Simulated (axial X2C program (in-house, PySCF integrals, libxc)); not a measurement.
**BCN: properties at the nuclei**

Calculated with an axial X2C code built on PySCF integrals: two-component X2C with atomic mean-field Coulomb and Gaunt terms, Gaussian nuclei, basis B dyall-v3z, C dyall-v3z, N dyall-av3z with contracted cores.

B–C–N held linear, with bonds 1.575 and 1.156 Å (near the PBE0 minimum at charge 0 of the determinant lowest at the starting distance; the state shown can have its own minimum elsewhere, held linear; other orders of the atoms were not compared).

Determinant lowest in the PBE0 search, Ω = 0 (closed shell), highest spinor 43% B p, 39% B s, 11% C p:

```csv
level,qzz B (a.u.),qzz C (a.u.),qzz N (a.u.),μ (D)
PBE0,-0.65,-0.52,-1.30,-0.25
HF,-0.65,-0.58,-1.43,-0.62
B3LYP,-0.67,-0.55,-1.33,-0.25
```

Determinant 0.96 eV from it at PBE0 and this distance, Ω = 2 (⟨Sz⟩ = 1.00, ⟨Lz⟩ = 1.00 at PBE0), spin on the atoms B 0.93, C -0.02, N 0.09:

| level | Eeff magnitude (GV/cm) | Ws magnitude B (kHz) | Ws magnitude C (kHz) | Ws magnitude N (kHz) | A∥/gI B (MHz) | qzz B (a.u.) | A∥/gI C (MHz) | qzz C (a.u.) | A∥/gI N (MHz) | qzz N (a.u.) | μ (D) |
| --- | --- | --- | --- | --- | --- | --- | --- | --- | --- | --- | --- |
| PBE0 | 0.0127 | 0.00189 | 0.000581 | 0.000135 | 204 | -0.19 | 24.3 | -0.39 | 27.8 | -1.10 | -2.99 |
| HF | 0.0131 | 0.00184 | 0.000405 | 0.000309 | 224 | -0.21 | 5.91 | -0.49 | 27.6 | -1.24 | -3.28 |
| B3LYP | 0.0135 | 0.00198 | 0.000663 | 0.000115 | 211 | -0.19 | 28 | -0.41 | 28.1 | -1.12 | -3.02 |

Eeff is the effective electric field on the electron electric dipole moment in this Ω state and Ws the scalar–pseudoscalar constant of the nucleus named (defined with the proton number Z and per Ω); A∥ (defined per Ω) follows by multiplying with gI = μI/(I μN); qzz is the electric field gradient, eQq0 = 234.96 MHz × Q/barn × qzz; μ is positive if the N end (last atom) is positive. The operators were transformed with the bare-nucleus X2C matrices; with these basis sets, hyperfine constants and field gradients can be off by tens of per cent, and where levels differ in sign neither size nor sign is settled.

Task: With Q(11B) = 0.04059 barn, Q(14N) = 0.02044 barn (Q from Pyykkö, Mol. Phys. 2018), turn the PBE0 values of the first state into constants in MHz.

Result: eQq0(11B) = 234.96 × (0.04059) × (-0.65) = -6.2 MHz; eQq0(14N) = 234.96 × (0.02044) × (-1.30) = -6.24 MHz.

The molecule was held linear; bending was not examined, so a bent shape may lie lower.

Each state is one determinant with collinear spin, which with several unpaired electrons need not be a pure state. Unrestricted Hartree–Fock can overshoot spin polarisation at the nuclei. With several open shells hyperfine constants can be off by a factor of several. Open-shell Ω = 0 determinants with evenly filled partner blocks cannot be reached by this program, so the Ω shown need not be the lowest component. The search compared states at one distance, so a state with another bond length can lie lower. PBE0 term energies can be off by some tenths of an eV.
